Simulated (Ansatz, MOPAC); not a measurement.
Molecule: C$_{6}$H$_{5}$, charge 0, multiplicity 2. SMILES: [c]1ccccc1

Atoms: C1, C2, C3, C4, C5, C6, H7, H8, H9, H10, H11. Bonds: C1-C2, C1-C6, C2-C3, C2-H7, C3-C4, C3-H8, C4-C5, C4-H9, C5-C6, C5-H10, C6-H11.

Bond lengths (Å) and angles (degrees) optimised at AM1 with MOPAC; PM3 with MOPAC; PM7 with MOPAC; B3LYP/LANL2DZ with Ansatz (a quantum-chemistry and plane-wave program), each started from the B3LYP-D3(BJ)/def2-TZVP structure (Ansatz) of the last column. A row stands for all coordinates that are equal there; 10 of 14 kinds are shown. No wavenumbers were computed at B3LYP/LANL2DZ, so these may be saddle points.

```
coordinate    AM1    PM3             PM7  B3LYP/LANL2DZ  B3LYP-D3(BJ)/def2-TZVP
----------  -----  -----  --------------  -------------  ----------------------
C1-C2       1.371  1.369           1.361          1.394                   1.370
C2-C3       1.408  1.402           1.403          1.417                   1.399
C2-H7       1.097  1.093  1.083 to 1.088          1.087                   1.083
C3-C4       1.402  1.400           1.399          1.411                   1.391
C4-H9       1.100  1.095           1.088          1.087                   1.082
C2-C1-C6    129.0  129.4           131.0          125.6                   126.0
C1-C2-C3    114.9  114.7           113.7          116.6                   116.5
C2-C3-C4    119.8  119.8           120.0          120.2                   120.2
C3-C4-C5    121.5  121.6           121.4          120.7                   120.7
C1-C2-H7    122.9  122.1           123.6          122.3                   122.5
```

A range marks coordinates that this level makes unequal.

Mean signed difference of all 11 bond lengths from B3LYP-D3(BJ)/def2-TZVP: AM1 0.011 Å, PM3 0.007 Å, PM7 0.002 Å, B3LYP/LANL2DZ 0.013 Å.
